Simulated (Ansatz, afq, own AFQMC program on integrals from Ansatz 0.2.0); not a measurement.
# Al2H (quartet): quantum Monte Carlo beside coupled cluster at distance Al1–Al2 = 8.015 Å, 6-31G, part 2 of 2

Ansatz 0.2.0, Gaussian basis, and an in-house AFQMC program (afq) on its integrals; all values are calculated; 6-31G, frozen cores.

**13. CCSDTQ on UHF**

in.yaml

```yaml
crystal:
  periodic: [false, false, false]
  atoms:
    - {symbol: Al, position_ang: [0.000000, 0.000000, 2.143918]}
    - {symbol: Al, position_ang: [0.000000, 0.000000, -5.871082]}
    - {symbol: H, position_ang: [0.000000, 0.000000, 3.727165]}
basis:
  gaussian: {orbitals: 6-31G}
magnetization: {spin_polarized: true, initial_magnetization: 3}
correlation: {method: ccsdtq, electrons: outside_noble_gas}
```

Run with:

```sh
> ansatz run in.yaml --threads 1 --pin off --events-out ev --progress --plain --max-ram 16896MiB --backend cuda --devices 0, --max-vram 18GiB
```

What it wrote (excerpt; [...] marks lines left out):

```text
Functional definition: HF
  name "HF"
  cite "Fock, Z. Phys. 61, 126 (1930) doi:10.1007/BF01340294"
  parent pbe
[...]
525 factors; integrals over basis functions are off by at most 6.0e-8 eV
[...]
mean field -13176.81170124 eV, -484.2388984569 hartree, gradient 1.2e-9 eV, S^2 3.753227; 31 other end points of the search recorded, 0 dependent functions left out
determinant -13176.81170124 eV, -484.2388984569 hartree, with singles and doubles -13178.36156131 eV, -484.2958547637 hartree
determinant -13176.80804910 eV, -484.2387642432 hartree, with singles and doubles -13178.35878209 eV, -484.2957526295 hartree
determinant -13176.80664182 eV, -484.2387125265 hartree, with singles and doubles -13178.35734025 eV, -484.2956996427 hartree
determinant -13175.56393560 eV, -484.1930439152 hartree, with singles and doubles -13176.85961554 eV, -484.2406592750 hartree
[...]
determinant -13173.67079462 eV, -484.1234722675 hartree, with singles and doubles -13174.92974283 eV, -484.1697377609 hartree
determinant -13176.81170124 eV, -484.2388984569 hartree, with singles and doubles -13178.36316165 eV, -484.2959135752 hartree
determinant -13176.80804910 eV, -484.2387642432 hartree, with singles and doubles -13178.36040107 eV, -484.2958121258 hartree
determinant -13176.80664182 eV, -484.2387125265 hartree, with singles and doubles -13178.35895846 eV, -484.2957591108 hartree
10 core orbitals not correlated: weight in the atoms' cores, before any rotation towards them, 1.000 or more for the frozen orbitals, at most 0.000 for the correlated occupied ones
reference -13176.81170124 eV, -484.2388984569 hartree; 5, 2 occupied and 13, 16 virtual orbitals, 525 factors
second order -0.93454653 eV of doubles, -0.00000000 eV of singles
cycle   1  -1.28664492 eV  change   -3.5e-1 eV  update   7.1e-2
[...]
cycle  15  -1.56864033 eV  change   -2.3e-8 eV  update   3.7e-7
Total energy: -13178.38034157 eV, -484.2965449258 hartree
```

Run time: 31 s. Hardware: 1 × NVIDIA H100 80GB HBM3 with 1 thread of AMD EPYC 7R13 (Zen 3), shared host; peak host memory 1.6 GiB.

From the report: ⟨S²⟩ of the determinant 3.753 (pure quartet: 3.75); correlation -1.5686 eV; T1 0.015; largest double amplitude 0.11.

**14. Phaseless AFQMC, CISD trial on UHF**

It reads the integrals that the CCSD(T) run on this determinant wrote.

Run with:

```sh
> afq ham --method phaseless --trial cisd --walkers 4000 --populations 20 --least-time 60 --time-step 0.005 --steps-per-block 50 --equilibration-blocks 40 --max-blocks 4000 --target-error 0.00032 --factor-cut 1e-05 --start spin_pure --seed 4017 --release-times 0.24,0.51,0.99,1.62,2.4 --release-step 0.03 --release-every 3 --taylor-order 6
```

What it wrote:

```text
orbitals 18  electrons 5 2  factors 76 of 308
reference energy -484.23889628 Eh
CCSD correlation -0.05701505 Eh in 11 cycles, weight of the determinant in the CISD state 0.9204
energy of the start -484.295888 Eh
 block  time / (1/Eh)  mean weight  energy / Eh
     1     0.250  1.0000  -484.295611
     2     0.500  1.0000  -484.295515
     3     0.750  1.0000  -484.295510
     4     1.000  1.0000  -484.295559
     5     1.250  1.0000  -484.295618
     6     1.500  1.0001  -484.295696
     7     1.750  0.9999  -484.295779
     8     2.000  1.0001  -484.295851
     9     2.250  1.0001  -484.295886
    10     2.500  1.0001  -484.296073
    11     2.750  0.9999  -484.296062
    13     3.250  1.0002  -484.296074
    15     3.750  0.9998  -484.296289
    17     4.250  1.0001  -484.296335
    19     4.750  1.0001  -484.296368
    21     5.250  1.0000  -484.296315
    23     5.750  1.0000  -484.296310
    25     6.250  0.9999  -484.296318
    27     6.750  1.0001  -484.296336
    29     7.250  1.0002  -484.296381
    31     7.750  1.0001  -484.296366
    33     8.250  1.0000  -484.296297
    35     8.750  1.0000  -484.296382
    37     9.250  0.9999  -484.296343
    39     9.750  1.0001  -484.296369
    41    10.250  1.0000  -484.296457
    43    10.750  0.9999  -484.296472
    45    11.250  1.0000  -484.296437
    47    11.750  1.0000  -484.296364
    49    12.250  0.9999  -484.298170
    51    12.750  1.0000  -484.296374
    53    13.250  0.9999  -484.296281
    55    13.750  0.9999  -484.296399
    57    14.250  1.0000  -484.296316
    59    14.750  1.0001  -484.296232
    61    15.250  1.0001  -484.296272
    63    15.750  1.0001  -484.296414
    65    16.250  1.0000  -484.296345
    67    16.750  1.0001  -484.296318
    69    17.250  1.0000  -484.296405
    71    17.750  0.9999  -484.296403
    73    18.250  1.0000  -484.296315
    75    18.750  1.0000  -484.296408
    77    19.250  0.9999  -484.296393
    79    19.750  1.0000  -484.296398
    81    20.250  0.9999  -484.296429
    83    20.750  1.0001  -484.296400
    85    21.250  1.0001  -484.296419
    87    21.750  1.0000  -484.296391
    89    22.250  1.0000  -484.296382
error from the spread of 20 populations
released: time / (1/Eh)  energy / Eh  error  mean overlap
  0.24  -484.296390  0.000026  1.0007
  0.51  -484.296414  0.000022  1.0001
  0.99  -484.296450  0.000016  1.0011
  1.62  -484.296625  0.000158  1.0017
  2.40  -484.296480  0.000023  1.0016
energy -484.296497 +/- 0.000087 Eh
```

Wall time 28 s (1 × NVIDIA H100 80GB HBM3 with 2 threads of AMD EPYC 7R13 (Zen 3), shared host); peak host memory 1.6 GiB.

Energy -13178.3790 ± 0.0024 eV. Caveats: constraint bias not in the error.

**15. Phaseless AFQMC, single-determinant trial on UHF**

It reads the integrals that the CCSD(T) run on this determinant wrote.

Run with:

```sh
> afq ham --method phaseless --trial hf --walkers 4000 --populations 20 --least-time 40 --time-step 0.005 --steps-per-block 20 --equilibration-blocks 160 --max-blocks 4000 --target-error 0.0016 --factor-cut 1e-05 --start spin_pure --seed 6646 --taylor-order 6
```

What it wrote:

```text
orbitals 18  electrons 5 2  factors 76 of 308
reference energy -484.23889628 Eh
CCSD correlation -0.05701505 Eh in 11 cycles, weight of the determinant in the CISD state 0.9204
energy of the start -484.238967 Eh
 block  time / (1/Eh)  mean weight  energy / Eh
     1     0.100  1.0000  -484.243762
     2     0.200  1.0000  -484.247959
     3     0.300  1.0002  -484.251888
     4     0.400  1.0003  -484.255219
     5     0.500  1.0002  -484.258313
     6     0.600  1.0002  -484.260844
     7     0.700  1.0002  -484.263330
     8     0.800  1.0001  -484.265840
     9     0.900  1.0002  -484.268283
    10     1.000  1.0000  -484.270300
    13     1.300  1.0001  -484.275667
    19     1.900  1.0000  -484.283104
    25     2.500  1.0000  -484.287000
    31     3.100  1.0002  -484.289126
    37     3.700  1.0001  -484.290723
    43     4.300  1.0000  -484.292760
    49     4.900  1.0000  -484.291868
    55     5.500  1.0001  -484.293275
    61     6.100  1.0001  -484.292385
    67     6.700  1.0000  -484.294359
    73     7.300  1.0000  -484.294804
    79     7.900  1.0000  -484.294459
    85     8.500  0.9997  -484.293248
    91     9.100  1.0001  -484.294172
    97     9.700  0.9999  -484.293016
   103    10.300  0.9999  -484.293365
   109    10.900  1.0000  -484.293998
   115    11.500  0.9999  -484.294728
   121    12.100  1.0000  -484.295921
   127    12.700  1.0001  -484.295816
   133    13.300  1.0001  -484.295200
   139    13.900  1.0000  -484.295455
   145    14.500  1.0000  -484.295273
   151    15.100  0.9999  -484.294257
   157    15.700  1.0000  -484.294255
   163    16.300  0.9999  -484.293202
   169    16.900  1.0001  -484.293481
   175    17.500  1.0000  -484.293959
   181    18.100  1.0001  -484.296035
   187    18.700  1.0000  -484.295004
   193    19.300  1.0000  -484.292657
   199    19.900  0.9999  -484.292771
   205    20.500  1.0001  -484.293499
   211    21.100  0.9997  -484.294221
   217    21.700  1.0001  -484.295202
   223    22.300  1.0001  -484.293712
   229    22.900  1.0001  -484.292423
   235    23.500  1.0001  -484.292883
error from the spread of 20 populations
energy -484.293679 +/- 0.000501 Eh
```

Run time: 23 s. Hardware: 1 × NVIDIA H100 80GB HBM3 with 2 threads of AMD EPYC 7R13 (Zen 3), shared host; peak host memory 1.6 GiB.

Energy -13178.3023 ± 0.0136 eV. Caveats: constraint bias not in the error.

**16. Free-projection AFQMC, CID trial on UHF (settings varied)**

It reads the integrals that the CCSD(T) run on this determinant wrote.

Run with:

```sh
> afq ham --method free --trial cid --walkers 20 --time-step 0.02 --max-blocks 30 --target-error 0.00128 --factor-cut 1e-05 --seed 9516 --times 0.0,0.4,0.8,1.6,2.4 --taylor-order 10
```

What it wrote:

```text
orbitals 18  electrons 5 2  factors 76 of 308
reference energy -484.23889628 Eh
CCSD correlation -0.05701505 Eh in 11 cycles, weight of the determinant in the CISD state 0.9204
repeat  energy at the last time / Eh  error
    10  -484.296853  0.000259
    20  -484.296684  0.000164
    30  -484.296448  0.000152
time / (1/Eh)  energy / Eh  error  mean overlap
  0.00  -484.295916  0.000069  1.0827
  0.40  -484.296290  0.000104  1.0712
  0.80  -484.296370  0.000123  1.0808
  1.60  -484.296543  0.000137  1.0980
  2.40  -484.296448  0.000152  1.0856
energy -484.296448 +/- 0.000152 Eh
```

Run time: 6.7 s. Hardware: 1 × NVIDIA H100 80GB HBM3 with 2 threads of AMD EPYC 7R13 (Zen 3), shared host; peak host memory 1.6 GiB.

Energy -13178.3777 ± 0.0041 eV. Caveats: remainder of the start not in the error.

**17. AFQMC on the ladder**

The full CI on restricted orbitals is not used as the yardstick for these unrestricted rows.

On the UHF determinant, counted from CCSDTQ (a yardstick, not exact):

```tsv
level	energy (eV)	from CCSDTQ (kcal/mol)	statistical error (kcal/mol)	time
HF	-13176.8116	+36.18		
MP2	-13177.7462	+14.62		
CCSD	-13178.3631	+0.40		
CCSD(T)	-13178.3739	+0.15		
CCSDT(Q)	-13178.3803	0.00		
CCSDTQ	-13178.3803	0.00		
Phaseless AFQMC, CISD trial, step 0.005, 4000 walkers	-13178.3790	+0.03	0.05	28 s
Phaseless AFQMC, single-determinant trial, step 0.005, 4000 walkers	-13178.3023	+1.80	0.31	23 s
Free-projection AFQMC, CID trial, step 0.02, 20 walkers	-13178.3777	+0.06	0.10	6.7 s
```

The functionals' totals stand on their own zeros and serve differences with other points: PBE -13196.214 eV; r2SCAN -13202.120 eV; PBE0 -13197.527 eV; B3LYP -13204.945 eV; wB97M-V -13202.641 eV; B2PLYP -13196.909 eV.

**18. Results**

What follows sums up all 2 parts.

```
                                                    quantity                  value
                                  CCSD(T) on UHF from CCSDTQ         +0.15 kcal/mol
              Phaseless AFQMC, CISD trial on UHF from CCSDTQ  +0.03 ± 0.05 kcal/mol
Phaseless AFQMC, single-determinant trial on UHF from CCSDTQ  +1.80 ± 0.31 kcal/mol
```

What this shows: On UHF the phaseless walk with the CISD trial lies +0.03 kcal/mol from CCSDTQ, within three error bars. A single-determinant trial moves the result by +1.77 kcal/mol. Error bars are statistical and leave out the constraint, the time step and what remains of the start.
